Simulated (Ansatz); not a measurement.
# H3P: ladder of methods at one geometry in Python

An exercise on one series of results from a longer session: the logs are not shown, and one member is left open.

Program: Ansatz 0.2.0, driven from Python. The levels of theory stand in the script. These are calculated values, not measurements.

### The system

Bond lengths: P1–H2 1.415 Å, P1–H3 1.415 Å, P1–H4 1.415 Å. Angles: H2–P1–H3 94.5°, H2–P1–H4 94.5°, H3–P1–H4 94.5°.

h3p.xyz, read by the script:

```xyz
4

P     0.03910   -0.01350    0.56140
H    -0.48860    1.10410   -0.12760
H     1.17570   -0.13100   -0.27320
H    -0.72620   -0.95960   -0.16060
```

The first run:

methods.py reads:

```python
'''H3P at several levels of theory.'''

import warnings

import ansatz

warnings.simplefilter('ignore', ansatz.DeckWarning)

mol = ansatz.Crystal.molecule_from_extxyz('h3p.xyz')

model = mol.calculation().basis(gaussian='def2-SVP').scf(lower_state_search='light')

methods = ['mp2', 'ccsd', 'ccsd_t', 'ccsdt']
reports = [model.correlation(m).run(threads=1, backend='cpu').report for m in methods]
print(f'Hartree-Fock reference {reports[0]["reference_energy_ev"] / 27.211386246:.6f} Ha')
best = reports[-1]['free_energy_ev'] - reports[-1]['reference_energy_ev']
for method, each in zip(methods, reports):
    gained = each['free_energy_ev'] - each['reference_energy_ev']
    print(f'{method:8s} total {each["free_energy_ev"] / 27.211386246:.6f} Ha  correlation {gained:9.4f} eV  ({100 * gained / best:.1f} % of the last)')
```

Command:

```
$ python methods.py
```

Steps of the session up to this table: Running it.

One of the session's tables, all rows but one given; the rest of the session is left out.

Correlation energies (total less mean field):

```
method  correlation (eV)
   mp2            -3.610
  ccsd                 ?
ccsd_t            -4.476
 ccsdt            -4.492
```

Q: Estimate the row for ccsd from the others.

**Answer.** correlation (eV): -4.380. In the column «correlation (eV)» it lies between ccsd_t (-4.476) and mp2 (-3.610).
